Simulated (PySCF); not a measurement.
# BCCD(T)/STO-3G run of PH2F (phosphinous fluoride(8ci,9ci))

Aim: the energy change on altering one bond length of PH2F (phosphinous fluoride(8ci,9ci)) at BCCD(T)/STO-3G, from 2 runs. Input form: a Python script.

The calculation is run with PySCF 2.14.0.

10 further runs of the same task are left out: 1 that didn't finish, 9 set aside as unsound or not needed.

## 1. Starting point

PH2F: 4 atoms, total charge 0, spin state singlet. As SMILES, `FP`. The coordinates come from a GFN2-xTB relaxation.

Bond lengths: F1–P2 1.632 Å, P2–H3 1.406 Å, P2–H4 1.406 Å. Angles: F1–P2–H3 93.5°, F1–P2–H4 93.5°, H3–P2–H4 91.6°.

## 2. The energy at BCCD(T)/STO-3G

run.py reads:

```python
from pyscf import gto, cc
from pyscf.cc.bccd import bccd_kernel_

molecule = gto.M(
    atom=[
    ('F', (1.160540, 0.668850, -0.222660)),
    ('P', (-0.072030, -0.369080, -0.479670)),
    ('H', (-1.053910, 0.574260, -0.129560)),
    ('H', (-0.034600, -0.874030, 0.831900)),
],
    max_memory=1860,
    spin=0,
    verbose=4,
    basis='sto-3g',
)

myscf = molecule.RHF()
myscf.conv_tol = 1e-10
myscf.kernel()
if not myscf.converged:
    myscf = myscf.newton().run(myscf.mo_coeff, myscf.mo_occ)

mycc = cc.CCSD(myscf, frozen=6).run()
mycc = bccd_kernel_(mycc, diis=True)
e_t = mycc.ccsd_t()
e_tot = mycc.e_tot + e_t
print(f'total energy: {e_tot:.8f} hartree')
```

Run with:

```console
$ OMP_NUM_THREADS=1 python run.py
```

Standard output:

```text
PySCF version 2.14.0

[INPUT] num. atoms = 4
[INPUT] num. electrons = 26
[INPUT] charge = 0
[INPUT] spin (= nelec alpha-beta = 2S) = 0
[INPUT] symmetry False subgroup None
[INPUT] Mole.unit = angstrom
[INPUT] Symbol           X                Y                Z      unit          X                Y                Z       unit  Magmom
[INPUT]  1 F      1.160540000000   0.668850000000  -0.222660000000 AA    2.193102756603   1.263943318415  -0.420766418896 Bohr   0.0
[INPUT]  2 P     -0.072030000000  -0.369080000000  -0.479670000000 AA   -0.136116972752  -0.697460118054  -0.906444930170 Bohr   0.0
[INPUT]  3 H     -1.053910000000   0.574260000000  -0.129560000000 AA   -1.991601259940   1.085194124293  -0.244832916699 Bohr   0.0
[INPUT]  4 H     -0.034600000000  -0.874030000000   0.831900000000 AA   -0.065384523910  -1.651677324654   1.572063163026 Bohr   0.0

[... 44 lines left out ...]
converged SCF energy = -436.085430746833
[... 12 lines left out ...]
Init t2, MP2 energy = -436.137540179244  E_corr(MP2) -0.0521094324113338
[... 10 lines left out ...]
CCSD converged
[... 24 lines left out ...]
CCSD converged
[... 22 lines left out ...]
CCSD converged
[... 3 lines left out ...]
******** <class 'pyscf.cc.ccsd.CCSD'> ********
CC2 = 0
CCSD nocc = 7, nmo = 10
frozen orbitals 6
max_cycle = 50
direct = 0
conv_tol = 1e-07
conv_tol_normt = 1e-05
diis_space = 6
diis_start_cycle = 0
diis_start_energy_diff = 1e+09
Init E_corr(CCSD) = -0.0762263307461681
cycle = 1  E_corr(CCSD) = -0.0762464138821127  dE = -2.00831359e-05  norm(t1,t2) = 0.000254975
cycle = 2  E_corr(CCSD) = -0.076239261107113  dE = 7.152775e-06  norm(t1,t2) = 4.06439e-05
cycle = 3  E_corr(CCSD) = -0.0762392328914735  dE = 2.82156395e-08  norm(t1,t2) = 1.90628e-05
cycle = 4  E_corr(CCSD) = -0.0762381771067682  dE = 1.05578471e-06  norm(t1,t2) = 6.39388e-06
cycle = 5  E_corr(CCSD) = -0.0762380925842579  dE = 8.45225103e-08  norm(t1,t2) = 1.65689e-06
CCSD converged
E(CCSD) = -436.1599196144373  E_corr = -0.07623809258425789
BCC iter:    2  E:    -436.159919614437  dE:    1.838e-06  |t1|:    4.267e-06
CCSD(T) correction = -0.00114529005347257
total energy: -436.16106490 hartree
```

Wall time 0.78 s (1 thread of Arm Neoverse V2, shared host); peak memory 0.12 GiB.

## 3. The distorted shape

run.py reads:

```python
from pyscf import gto, scf, cc
from pyscf.cc.bccd import bccd_kernel_

mol = gto.M(
    atom='''
F        1.776815       1.187807      -0.094157
P       -0.072030      -0.369080      -0.479670
H       -1.053910       0.574260      -0.129560
H       -0.034600      -0.874030       0.831900
''',
    verbose=3,
    basis='sto-3g',
    max_memory=1860,
    spin=0,
)

myscf = scf.RHF(mol)
myscf.conv_tol = 1e-10
myscf.kernel()
if not myscf.converged:
    myscf = myscf.newton().run(myscf.mo_coeff, myscf.mo_occ)

mycc = cc.CCSD(myscf, frozen=6).run()
mycc = bccd_kernel_(mycc, diis=True)
e_t = mycc.ccsd_t()
e_final = mycc.e_tot + e_t
print('E = %.10f Eh' % e_final)
```

Run with:

```console
$ OMP_NUM_THREADS=1 python run.py
```

Standard output:

```text
converged SCF energy = -435.894174680561
E(CCSD) = -436.0792658229431  E_corr = -0.1850911423823892
BCCD loop starts.

[... 29 lines left out ...]
CCSD converged
[... 29 lines left out ...]
CCSD converged
[... 24 lines left out ...]
CCSD converged
[... 21 lines left out ...]
CCSD converged
[... 17 lines left out ...]
CCSD converged
[... 18 lines left out ...]
CCSD converged
[... 3 lines left out ...]
******** <class 'pyscf.cc.ccsd.CCSD'> ********
CC2 = 0
CCSD nocc = 7, nmo = 10
frozen orbitals 6
max_cycle = 50
direct = 0
conv_tol = 1e-07
conv_tol_normt = 1e-05
diis_space = 6
diis_start_cycle = 0
diis_start_energy_diff = 1e+09
Init E_corr(CCSD) = -0.193700853359723
cycle = 1  E_corr(CCSD) = -0.193700861671046  dE = -8.31132269e-09  norm(t1,t2) = 5.10076e-05
cycle = 2  E_corr(CCSD) = -0.193700624029047  dE = 2.37641999e-07  norm(t1,t2) = 7.80705e-06
cycle = 3  E_corr(CCSD) = -0.193700655639574  dE = -3.16105265e-08  norm(t1,t2) = 1.89902e-06
CCSD converged
E(CCSD) = -436.0793674218037  E_corr = -0.1937006556395738
BCC iter:    6  E:    -436.079367421804  dE:   -1.857e-08  |t1|:    8.866e-06
CCSD(T) correction = -0.000384663196412104
E = -436.0797520850 Eh
```

It took 0.92 s on 1 thread of Arm Neoverse V2, shared host; peak memory 0.1 GiB.

## 4. What came out

Level: BCCD(T)/STO-3G, 6 core orbitals frozen.

| quantity | value |
| --- | --- |
| first shape: total energy | -436.16106 Eh |
| first shape: correlation energy (6 core orbitals frozen) | -75.6 mEh |
| first shape: (T) correction | -1.15 mEh |
| distorted shape: total energy | -436.07975 Eh |
| distorted shape: correlation energy (6 core orbitals frozen) | -185.6 mEh |
| distorted shape: (T) correction | -0.38 mEh |
| energy change with the F1–P2 bond stretched from 1.632 to 2.448 Å | 2.213 eV |

What this shows: With the F1–P2 bond stretched from 1.632 to 2.448 Å the energy rises by 2.21 eV (51 kcal/mol). The first shape isn't relaxed at this level, so the change isn't measured from a minimum. A restricted reference can't describe the breaking bond well at this length. The minimal basis adds a large error of its own. The triples (first shape) make up 1.5 % of the correlation energy. The triples (distorted shape) make up 0.2 % of the correlation energy.
